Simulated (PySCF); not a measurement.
## hydrazide: proton affinities at several levels

Structure: `[NH-]N` ([H3N2]-). Non-hydrogen atoms are numbered in `[NH-:1][NH2:2]`.

All levels share the PBE0-D3(BJ)/ma-def2-SVP structures and the PBE0-D3(BJ)/ma-def2-SVP thermal terms; only the single-point energies (PySCF) change. Values are proton affinities (298 K, kJ/mol).

```csv
level,N1,N2,abs. error,time
MP2/ma-def2-TZVP,1667,1479,10.5,4.3 s
M06-2X/ma-def2-TZVP,1675,1488,2.3,–
CCSD(T)/ma-def2-TZVP,1678,1492,0.1,47 s
HF/ma-def2-TZVP,1720,1521,42.0,1.4 s
ATcT 1.112,1678,n/a,,
```

Times are wall times for all single points of a level on 1 thread of Intel Xeon Platinum 8259CL @ 2.50GHz, a shared host; the dash marks the run that also made the structures.

Hartree-Fock leaves out electron correlation, so its proton affinities can be off by tens of kJ/mol.

The widest spread is that of N1: 53 kJ/mol, from 1667 to 1720.

---

**How the method moves the adiabatic energies of losing or gaining an electron of PH**

The parent is a triplet.

All levels share the PBE0-D3(BJ)/ma-def2-SVP structures and the PBE0-D3(BJ)/ma-def2-SVP thermal terms; only the single-point energies (PySCF) change. Values are adiabatic energies of losing or gaining an electron (0 K, eV).

| level | ionisation energy to the radical cation | time |
| --- | --- | --- |
| HF/aug-cc-pVTZ | 9.67 | 2.3 s |
| CCSD(T)/aug-cc-pVTZ | 10.14 | 82 s |
| MP2/aug-cc-pVTZ | 10.15 | 7.5 s |
| PBE0-D3(BJ)/ma-def2-TZVP | 10.28 | – |

Times are wall times for all single points of a level on 1 thread of Arm Neoverse V1, a shared host; the dash marks the run that also made the structures.

Hartree-Fock leaves out electron correlation, so its ionisation energies and electron affinities from energy differences come out too low, often by 1 eV or more.

The spread: 0.62 eV, from 9.67 to 10.28.

Differences come from unrounded values, so a last digit can differ from that of the printed terms.

---

Level of theory and adiabatic energies of losing or gaining an electron: `[BH3-]O` ([BH4O]-)

All levels share the PBE0-D3(BJ)/ma-def2-SVP structures and the PBE0-D3(BJ)/ma-def2-SVP thermal terms; only the single-point energies (PySCF) change. Values are adiabatic energies of losing or gaining an electron (0 K, eV).

| level | detachment energy to the radical | time |
| --- | --- | --- |
| HF/ma-def2-TZVP | 1.90 | 2 s |
| PBE0-D3(BJ)/ma-def2-TZVP | 2.47 | – |
| MP2/ma-def2-TZVP | 2.64 | 5.5 s |
| CCSD(T)/ma-def2-TZVP | 2.67 | 2.1 min |

Times are wall times for all single points of a level on 1 thread of Intel Xeon 6975P-C, a shared host; the dash marks the run that also made the structures.

Hartree-Fock leaves out electron correlation, so its ionisation energies and electron affinities from energy differences come out too low, often by 1 eV or more.

The spread: 0.77 eV, from 1.90 to 2.67.
